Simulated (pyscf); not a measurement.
H₂N–SiH₃ + SiH₄ → H₂N–SiH₃ + SiH₄ (four-centre exchange; singlet surface; H–Si, H–Si broken, H–Si, H–Si formed). PySCF, gas phase, ωB97X-D3(BJ)/def2-SVP geometries. Correlated levels are frozen-core, on RHF or UHF. ΔMP2 is the change of the MP2 total energy from the triple- to the quadruple-zeta basis. Energies in kcal/mol from the separated reactants.

| level | barrier | reaction energy |
|---|---|---|
| ωB97X-D3(BJ)/def2-TZVP | 42.0 | 0.0 |
| PBE/def2-TZVP | 38.6 | 0.0 |
| M06-2X/def2-TZVP | … | 0.0 |
| ωB97M-D3(BJ)/def2-TZVP | 44.3 | 0.0 |
| MP2/def2-QZVPP | 45.2 | 0.0 |
| CCSD/def2-TZVPP | 48.7 | 0.0 |
| CCSD(T)/def2-TZVPP + ΔMP2(QZVPP) | … | 0.0 |

Problem. Some entries are withheld; supply them.

Solution. 
- M06-2X/def2-TZVP, barrier: 44.7
- CCSD(T)/def2-TZVPP + ΔMP2(QZVPP), barrier: 45.5

Of the functionals in the table, M06-2X is closest to CCSD(T)/def2-TZVPP + ΔMP2(QZVPP) in the barrier (0.8 kcal/mol apart) and PBE least close (6.9 kcal/mol); that level has limits of its own. At the saddle there is also a short Si–Si contact that neither side keeps. This is the saddle that the search found; another between the same sides may lie lower. The CCSD(T) − MP2 part came from Ansatz, without density fitting, on the same reference.
